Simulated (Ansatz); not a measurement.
# [PH4]+ (phosphonium): CCSD/3-21G

What is the vertical singlet–triplet gap of [PH4]+ (phosphonium) at CCSD/3-21G? 

Program for the calculation: Ansatz 0.2.0.

### 1 The structure to begin with

[PH4]+: 5 atoms, total charge +1, spin state singlet. As SMILES, `[PH4+]`. Geometry: relaxed at GFN2-xTB.

Bond lengths: P1–H2 1.375 Å, P1–H3 1.375 Å, P1–H4 1.375 Å, P1–H5 1.375 Å. Angles: H2–P1–H3 109.5°, H2–P1–H4 109.5°, H2–P1–H5 109.5°, H3–P1–H4 109.5°, H3–P1–H5 109.5°, H4–P1–H5 109.5°.

### 2 A single-point energy at CCSD/3-21G

File in.yaml:

```yaml
basis:
  gaussian:
    orbitals: 3-21G.json
crystal:
  periodic: [false, false, false]
  atoms:
    - {symbol: P, position_ang: [-0.000020, -0.000000, 0.000050]}
    - {symbol: H, position_ang: [1.357460, -0.061330, 0.210450]}
    - {symbol: H, position_ang: [-0.617320, -1.016050, 0.691010]}
    - {symbol: H, position_ang: [-0.261860, -0.133750, -1.343340]}
    - {symbol: H, position_ang: [-0.478250, 1.211140, 0.441830]}
total_charge: 1
correlation:
  method: ccsd
  frozen_orbitals: {H: 0, P: 5}
accuracy: high
scf:
  omitted_lower_state_checks: [cluster_reference, increment]
```

The basis set 3-21G is read from a file made from the Basis Set Exchange's data (not shown).

Command:

```sh
$ ansatz run in.yaml --threads 1 --pin off --max-ram 2610MiB --events-out events.jsonl --progress --plain --runs-dir runs
```

The program printed (excerpt; [...] marks lines left out):

```text
Warning: RAYON_NUM_THREADS=1 ignored (pool sized by the plan → 1); use --threads N
Functional definition: HF
  name "HF"
[...]
423 factors; integrals over basis functions are off by at most 4.4e-9 eV
[...]
mean field -9279.01884870 eV, -340.9976531450 hartree, gradient 2.1e-8 eV, S^2 0.000000; 0 other end points of the search recorded, 0 dependent functions left out
5 core orbitals not correlated: weight in the atoms' cores, before any rotation towards them, 1.000 or more for the frozen orbitals, at most 0.000 for the correlated occupied ones
reference -9279.01884870 eV, -340.9976531450 hartree; 4, 4 occupied and 12, 12 virtual orbitals, 423 factors
second order -1.91968101 eV of doubles, -0.00000000 eV of singles
cycle   1  -2.35337885 eV  change   -4.3e-1 eV  update   4.8e-2
[...]
cycle  16  -2.55267693 eV  change  -2.2e-10 eV  update  2.3e-10
Total energy: -9281.57152563 eV, -341.0914622919 hartree
Checks for a lower state left out: cluster_reference, increment
```

Wall time 0.18 s (1 thread of AMD EPYC 7R43 (Zen 3), shared host).

### 3 The triplet

File job.yaml:

```yaml
crystal:
  periodic: [false, false, false]
  atoms:
    - {symbol: P, position_ang: [-0.000020, -0.000000, 0.000050]}
    - {symbol: H, position_ang: [1.357460, -0.061330, 0.210450]}
    - {symbol: H, position_ang: [-0.617320, -1.016050, 0.691010]}
    - {symbol: H, position_ang: [-0.261860, -0.133750, -1.343340]}
    - {symbol: H, position_ang: [-0.478250, 1.211140, 0.441830]}
basis:
  gaussian:
    orbitals: 3-21G.json
total_charge: 1
magnetization:
  spin_polarized: true
  initial_magnetization: 2
correlation:
  method: ccsd
  frozen_orbitals: {H: 0, P: 5}
accuracy: high
scf:
  omitted_lower_state_checks: [cluster_reference, increment]
```

The basis set 3-21G is read from a file made from the Basis Set Exchange's data (not shown).

Command:

```sh
$ ansatz run job.yaml --threads 1 --pin off --max-ram 2610MiB --events-out events.jsonl --progress --plain --runs-dir runs
```

The program printed (excerpt; [...] marks lines left out):

```text
Warning: RAYON_NUM_THREADS=1 ignored (pool sized by the plan → 1); use --threads N
[... 2 set-up lines as earlier in the session ...]
[...]
423 factors; integrals over basis functions are off by at most 4.4e-9 eV
[...]
mean field -9268.47661929 eV, -340.6102333598 hartree, gradient 2.2e-8 eV, S^2 2.005680; 6 other end points of the search recorded, 0 dependent functions left out
5 core orbitals not correlated: weight in the atoms' cores, before any rotation towards them, 1.000 or more for the frozen orbitals, at most 0.000 for the correlated occupied ones
reference -9268.47661929 eV, -340.6102333598 hartree; 5, 3 occupied and 11, 13 virtual orbitals, 423 factors
second order -1.60486542 eV of doubles, -0.00000000 eV of singles
cycle   1  -1.98518384 eV  change   -3.8e-1 eV  update   5.0e-2
[...]
cycle  45  -2.28278927 eV  change  -5.5e-10 eV  update  1.9e-10
Total energy: -9270.75940855 eV, -340.6941243180 hartree
Checks for a lower state left out: cluster_reference, increment
```

Run time: 0.53 s. Hardware: 1 thread of AMD EPYC 7R43 (Zen 3), shared host.

### 4 Outcome

At CCSD/3-21G, 5 core orbitals frozen:

| quantity | value |
| --- | --- |
| singlet: total energy | -341.09146 Eh |
| singlet: correlation energy (5 core orbitals frozen) | -93.8 mEh |
| singlet: T1 diagnostic | 0.003 |
| triplet: total energy | -340.69412 Eh |
| triplet: correlation energy (5 core orbitals frozen) | -83.9 mEh |
| triplet: ⟨S²⟩ of the reference determinant | 2.006 |
| triplet: T1 diagnostic | 0.035 |
| vertical energy of the triplet above the singlet | 10.812 eV |

At this shape the triplet lies 10.81 eV (1043 kJ/mol) above the singlet.
